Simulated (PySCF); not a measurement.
C3H7, SMILES C[CH]C (connectivity only; charge and spin as stated), charge +1, multiplicity 1. Atoms are numbered in the order given.

```xyz
10

C      1.2707     0.0238    -0.1967
C      0.0000     0.0000     0.4533
C     -1.2707    -0.0238    -0.1967
H      2.0240     0.6042     0.3452
H      1.2480     0.2019    -1.2700
H      1.6091    -1.0293    -0.0279
H      0.0000     0.0000     1.5461
H     -1.6091     1.0293    -0.0279
H     -2.0240    -0.6042     0.3452
H     -1.2480    -0.2019    -1.2700
```
Charge +1, spin multiplicity 1.

Coordinates come from a PBE0-D3(BJ)/def2-TZVP optimisation. The spin state was assumed, not searched. The isomer is the one that the SMILES or the coordinates give; other isomers of the formula were not compared.

All values below come from PBE0/pcSseg-1 in PySCF.

GIAO shieldings, no solvent; atoms alike by connectivity are averaged. δ = σ(ref) − σ: ¹³C against TMS (σ = 186.3 ppm); ¹H against TMS (σ = 31.56 ppm), references at their B3LYP-D3(BJ)/def2-TZVP geometries, non-relativistic.

Computed chemical shifts:
```json
[
 {"nucleus": "¹³C", "atoms": "C2", "count": "1", "δ (ppm)": "331.6"},
 {"nucleus": "¹³C", "atoms": "C1, C3", "count": "2", "δ (ppm)": "58.9"},
 {"nucleus": "¹H", "atoms": "H7", "count": "1", "δ (ppm)": "12.75"},
 {"nucleus": "¹H", "atoms": "H4, H5, H6, H8, H9, H10", "count": "6", "δ (ppm)": "4.72"}
]
```
